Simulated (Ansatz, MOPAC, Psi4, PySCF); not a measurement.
Gas-phase reaction in SMILES: C1CS1 + 3 [H][H] (H2) → 2 C (CH4) + S (H2S)

Quantity: energy of full hydrogenation (enthalpy at 298 K), in kcal/mol. Terms: PM7 with its own dispersion and hydrogen-bond terms; dispersion terms only where a functional's name holds one; no spin-orbit coupling; 6-311+G** with 5d, 6d on Na to Ar in Ansatz (a quantum-chemistry and plane-wave program); non-relativistic; frozen cores in correlated levels; 6-31G* and kin with 6d, 5d where marked. CBS(X,Y): correlation extrapolated as X^-3; Hartree-Fock from the larger set. The bracket is a focal-point correction in the basis named. Ab initio and DFT rows: single points at B3LYP-D3(BJ) geometries (Ansatz), with unscaled harmonic terms from B3LYP/6-31G* at its own minima. Semi-empirical rows: MOPAC heats of formation at their own minima for 298 K.

Measured values: Active Thermochemical Tables 1.112 (ions: stationary electron), as tabulated in the package chemicals; G2/97 table in ASE (Curtiss et al.); they hold spin-orbit and core effects, anharmonicity. 

Value to compare with, the measured value: -60.1 kcal/mol.

```csv
level,program,energy of full hydrogenation (enthalpy at 298 K) (kcal/mol),error
PM3,MOPAC,-15.6,44.5
PM6,MOPAC,25.9,86.0
PM7,MOPAC,40.1,100.2
HF/STO-3G,Ansatz,-78.6,-18.5
HF/6-31G*,Ansatz,-71.3,-11.2
HF/6-311+G**,Ansatz,-72.0,-11.9
BP86/def2-SVP,PySCF,-60.0,0.1
B3LYP/6-31G*,Ansatz,-59.9,0.2
B3LYP/def2-SVP,Ansatz,-65.5,-5.4
B3LYP/cc-pVDZ,Ansatz,-63.7,-3.6
B3LYP/6-311+G**,Ansatz,-63.4,-3.3
wB97X-D/6-31G*,Psi4,-60.7,-0.6
MP2/STO-3G,Ansatz,-55.1,5.0
MP2/6-311+G**,Ansatz,-54.8,5.3
M06-2X/def2-TZVPD,PySCF,-54.5,5.6
wB97M-V/def2-TZVPD,Ansatz,-59.8,0.3
B2PLYP-D3(BJ)/def2-TZVPD,Ansatz + dftd3,-58.8,1.3
"RI-MP2/CBS(cc-pV(T+d)Z,cc-pV(Q+d)Z)+[CCSD(T)-MP2]/cc-pV(T+d)Z",Ansatz,-59.2,0.9
```

Among the 14 habitual levels, PM7 lies farthest from the measured value (100.2 kcal/mol); 7 of 14 lie above it, and their mean absolute error is 21.1 kcal/mol, the median 5.3. One case shows no general order.

The levels are drawn from those run, B3LYP/6-31G* more often than the rest, none by its result; runs whose electronic state is in doubt are left out.
